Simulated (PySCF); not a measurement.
Ionisation of cyclobutanone

Molecule: cyclobutanone, `O=C1CCC1` (C4H6O). Numbering: `[O:1]=[C:2]1[CH2:3][CH2:4][CH2:5]1` These are map numbers, not IUPAC locants.

These are calculated values, ωB97X-D3(BJ)/ma-def2-TZVP in PySCF (grid level 2) at geometries from PBE0-D3(BJ)/def2-SVP. ωB97X-D3(BJ) is ωB97X-V with D3(BJ) in place of VV10. Thermal corrections: PBE0-D3(BJ)/def2-SVP frequencies, unscaled, ideal gas at 298.15 K and 1 bar, quasi-RRHO entropy.

Frontier levels of the parent: HOMO -9.66 eV, LUMO 1.20 eV.

Oxidation to the radical cation:
- Vertical ionisation energy (electronic): 9.58 eV
- Adiabatic ionisation energy (with zero-point energy): 9.31 eV
- Adiabatic, electronic part: 9.38 eV
- Vertical gap at the product's structure: 9.02 eV
- Inner reorganisation energy (four-point): 562 meV
- Relaxation of product / of parent: 200 / 362 meV
- ⟨S²⟩ of the product: 0.759
- Largest spin populations: O1 0.49, C5 0.25, C3 0.25
- Largest changes of atomic charge: O1 0.34, C5 0.12, C3 0.12
- Distances that move most (Å): C2–C5 1.528 → 1.576; C2–C3 1.527 → 1.576; O1–C2 1.194 → 1.163; C3–C4 1.548 → 1.527
- Potential in acetonitrile: 6.89 V absolute, 2.35 V against Fc+/Fc computed at 4.54 V (solvation -22 → -255 kJ/mol)

Solvents are IEF-PCM continua (electrostatics only, gas-phase structures); absolute potentials refer to an electron at rest in vacuum. Fc+/Fc in acetonitrile, 4.54 V, is ωB97X-D3(BJ)/ma-def2-TZVP on PBE0-D3(BJ)/def2-SVP structures with GFN2-xTB thermal terms. Benchmark calculations put it near 5.0 V in acetonitrile and DMSO, so it is about 0.5 V low, and the value against it can read up to that much too high.

Measured values (NIST Chemistry WebBook, evaluated or the median of agreeing entries): vertical ionisation energy 9.61 eV (computed 9.58, difference -0.03); adiabatic ionisation energy 9.35 eV (computed 9.31, difference -0.04).

Run with `OMP_NUM_THREADS=1 python redox_run.py task.json out` on 1 thread of Arm Neoverse V1, a shared host. Structures, frequencies and single points: 8.2 min of wall time.
